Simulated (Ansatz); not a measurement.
Mulliken charges of H$_{6}$NSi$_{2}$, SMILES `N[SiH][SiH3]` radical from r2SCAN/def2-TZVPP in Ansatz (PBE0-D4/def2-TZVP geometry).

| atom | x (Å) | y (Å) | z (Å) | charge (e) |
| --- | --- | --- | --- | --- |
| N1 | -0.800 | 0.840 | -1.401 | -0.412 |
| Si2 | -0.413 | 0.902 | 0.279 | 0.198 |
| Si3 | 0.628 | -1.077 | 0.963 | 0.173 |
| H4 | -1.357 | 0.090 | -1.778 | 0.161 |
| H5 | -0.921 | 1.689 | -1.930 | 0.162 |
| H6 | 0.462 | 2.102 | 0.448 | -0.077 |
| H7 | 1.939 | -1.354 | 0.307 | -0.067 |
| H8 | -0.282 | -2.217 | 0.660 | -0.071 |
| H9 | 0.833 | -1.022 | 2.435 | -0.066 |

Q: By hand: the dipole of these point charges (1 e Å = 4.8032 D).

A: Σ q r = (-0.212, 0.088, -0.063) e Å, of length 0.238 e Å = 1.14 D.

Q: How does the dipole of the full density compare? (Estimate.)

A: Ansatz gave: (-0.204, 0.086, -0.316) e Å, 1.85 D; the point charges give 0.62 times that, at 40° from its direction.

Point charges leave out the atoms' own dipoles, such as those of lone pairs, and Mulliken's split depends on the basis, so the two needn't agree.
